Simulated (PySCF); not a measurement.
A structure optimised at GFN2-xTB (Å):
```
atom  x, y, z in Å
F1    -1.2143    0.1874    1.2549
C2    -0.7680   -0.0478    0.0072
F3    -1.2876    0.9062   -0.7870
C4     0.7702    0.0498   -0.0134
F5     1.2180   -0.1794   -1.2615
F6     1.2899   -0.9076    0.7767
H7    -1.1273   -1.0331   -0.3260
H8     1.1280    1.0340    0.3246
```

Neutral, closed shell.

(1) Read off the bonds between heavy atoms and their formal orders.

(2) Which species is it?

(3) Name the point group.

(4) Describe the place of each heavy atom.

(5) What is the arrangement about C2?

## Answers

(1) F1–C2 1.35 Å (single); C2–F3 1.35 Å (single); C2–C4 1.54 Å (single); C4–F5 1.35 Å (single); C4–F6 1.35 Å (single). Bonds to hydrogen (Å): C2–H7 1.10; C4–H8 1.10.

(2) `FC(F)C(F)F`, C2H2F4, CHF2CHF2.

(3) C2h (tolerance 0.08 Å).

(4) F1/F3/F5/F6: fluorine of a CF2 group; C2/C4: CHF2 carbon.

(5) It has 4 neighbours (F1, F3, C4, H7) and is tetrahedral (angles from 107.2° to 112.2°).

These are computed values.
